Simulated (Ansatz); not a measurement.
# O–C–PH⁺, doublet: reading a ladder of total energies

Geometry: that of the O–C–PH, singlet, kept fixed.

```xyz
4

O     0.0000    0.0189    1.7341
C     0.0000    0.0338    0.5856
P     0.0000   -0.0670   -1.0874
H     0.0000    1.3572   -1.0865
```

Basis cc-pVDZ; Ansatz 0.2.0. Correlated methods freeze the noble-gas cores, which leaves 15 electrons in 44 orbitals. Prefix R: restricted or restricted open-shell reference; prefix U: unrestricted.

Full CI isn't at hand for all of this; UCCSDT(Q) serves as the reference, and is uncertain by the last step of the cluster series or more.

UCCSD has a T1 diagnostic of 0.027 and a largest doubles amplitude of 0.07.

Runs differ by some tens of microhartree through their thresholds and, for an open shell, their frozen cores, so steps under 0.03 kcal/mol mean nothing.

Here the R and U totals at CCSDT(Q) differ by 0.16 kcal/mol, a measure of how far such totals hang on the determinant and its frozen core.

| level | total energy (hartree) |
| --- | --- |
| UHF | -453.724811 |
| UMP2 | -454.117567 |
| UCCSD | -454.140026 |
| UCCSD(T) | -454.157205 |
| UCCSDT | -454.158476 |
| UCCSDT(Q) | -454.160413 |

**Question.** What is the correlation energy at UCCSDT(Q), and what share of it do UMP2 and UCCSD recover?

**Answer.** E(corr) = -454.160413 − (-453.724811) = -0.435602 hartree = -11.853 eV. UMP2: -0.392756 / -0.435602 = 90.16 %. UCCSD: -0.415215 / -0.435602 = 95.32 %.

**Question.** By how many kcal/mol does UCCSD(T) miss UCCSDT(Q) (1 hartree = 627.509 kcal/mol), and which steps make up the rest?

**Answer.** -454.157205 − (-454.160413) = 0.003208 hartree = 2.01 kcal/mol. Steps: UCCSDT − UCCSD(T) = -0.80, UCCSDT(Q) − UCCSDT = -1.22 kcal/mol. Differences between like states or geometries often cancel part of this.
